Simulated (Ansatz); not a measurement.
`BN[SiH3]`, relaxed with RKS PBE0-D4/def2-TZVP in Ansatz 0.2.0 from a PBE-D4/def2-SVP geometry. The force threshold is 0.005 eV/Å; the program also tests the step.

Total charge 0; spin multiplicity 1.

Start:

```xyz
9

B    -1.069   -0.622   -0.985
N     0.206   -0.155   -0.607
Si    0.681    0.514    0.968
H    -1.979   -0.577   -0.176
H    -1.236   -1.060   -2.109
H     0.946   -0.211   -1.317
H     1.737   -0.346    1.608
H    -0.544    0.563    1.828
H     1.257    1.894    0.791
```

Q: By how much does the energy fall, and how many steps does the optimiser take? (Best estimate.)

A: The calculation gave: 0.04 eV, in 8 steps.

Q: Which bonds change most? (Estimate.)

A: The calculation gave: N2–Si3 from 1.776 to 1.745 Å; B1–H4 from 1.218 to 1.198 Å; B1–H5 from 1.218 to 1.198 Å; Si3–H7 from 1.505 to 1.487 Å.

Q: Give the relaxed structure. (Estimate.)

A: Ansatz gave: 
```xyz
9

B    -1.057   -0.604   -0.973
N     0.216   -0.163   -0.596
Si    0.672    0.504    0.951
H    -1.954   -0.533   -0.182
H    -1.229   -1.043   -2.074
H     0.945   -0.240   -1.291
H     1.734   -0.324    1.580
H    -0.538    0.524    1.804
H     1.210    1.880    0.783
```
